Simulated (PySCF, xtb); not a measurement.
thiophene (C4H4S), SMILES c1ccsc1.

GFN2-xTB (xtb) at its own geometry gives an orbital gap of 4.10 eV and a dipole moment of 0.91 D.

The structure is a stationary point at B3LYP-D3(BJ)/def2-SVP.

Question: What does HF/def2-TZVP (PySCF) give? (The exact figures need the calculation; the answer reports its results.)

Answer: gap 11.94 eV (levels -8.89 and 3.05 eV), dipole 0.74 D.
